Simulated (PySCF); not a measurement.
## How the method moves the HOMO and LUMO of (CH3)3CCH2F

Species: (CH3)3CCH2F, C5H11F.
Cartesian coordinates in Å at the PBE0-D3(BJ)/def2-SVP level; atoms count from 1:
```
atom  x, y, z in Å
C1    -0.618    0.592   -1.283
C2    -0.005   -0.007   -0.018
C3    -0.887   -1.137    0.514
C4     1.401   -0.534   -0.308
C5     0.082    1.096    1.030
F6     0.631    0.626    2.200
H7    -0.708   -0.175   -2.067
H8     0.003    1.408   -1.686
H9    -1.627    0.992   -1.093
H10   -0.486   -1.534    1.457
H11   -0.943   -1.964   -0.211
H12   -1.914   -0.785    0.703
H13    1.875   -0.905    0.612
H14    1.367   -1.361   -1.035
H15    2.044    0.257   -0.727
H16   -0.924    1.493    1.257
H17    0.710    1.928    0.664
```

Basis pcSseg-1 throughout (PySCF), one geometry. Geometry: PBE0-D3(BJ)/def2-SVP; no solvent, vibrations or thermal averaging.

Problem. How do the orbital energies, the gap and the dipole change with the method?

Solution. 
```tsv
method	kind	HOMO (eV)	LUMO (eV)	gap (eV)	μ (D)	SCF cycles
BLYP	GGA	-7.25	0.46	7.70	1.56	14
OPBE	GGA	-7.27	0.80	8.06	1.56	15
PBE	GGA	-7.33	0.44	7.77	1.56	14
B97-D	GGA	-7.37	0.60	7.98	1.60	13
BP86	GGA	-7.44	0.51	7.95	1.58	14
KT2	GGA	-7.46	0.32	7.78	1.58	14
LDA	LDA	-7.46	0.22	7.68	1.64	13
KT3	GGA	-7.49	0.35	7.83	1.55	14
B97-2	global hybrid	-8.61	1.30	9.92	1.69	12
B3LYP	global hybrid	-8.66	0.94	9.60	1.68	12
PBE0	global hybrid	-8.88	1.26	10.14	1.70	12
mPW1PW91	global hybrid	-8.92	1.30	10.22	1.71	12
CAM-B3LYP	range-separated hybrid	-10.32	2.09	12.41	1.73	12
BHandHLYP	global hybrid	-10.33	1.93	12.26	1.81	12
wB97X-D	range-separated hybrid	-10.79	3.06	13.86	1.74	12
LC-wPBE	range-separated hybrid	-11.62	3.45	15.07	1.74	12
HF	Hartree–Fock	-12.51	4.09	16.60	1.95	10
```

The HOMO spans 5.26 eV, from BLYP down to HF, and the gap runs from 7.68 eV (LDA) to 16.60 eV (HF). Over the methods BLYP (0 %), OPBE (0 %), PBE (0 %), B97-D (0 %), BP86 (0 %), KT2 (0 %), LDA (0 %), KT3 (0 %), B97-2 (21 %), B3LYP (20 %), PBE0 (25 %), mPW1PW91 (25 %), BHandHLYP (50 %), HF (100 %), a straight line through the gap against the share of exact exchange rises by 0.88 eV for each 10 % (correlation coefficient 0.999). The dipole ranges from 1.55 D (KT3) to 1.95 D (HF). This basis has no diffuse functions.

The vertical ΔSCF ionisation energy at PBE0/def2-SVPD is 10.97 eV; −ε(HOMO) comes closest to it with wB97X-D (10.79 eV).
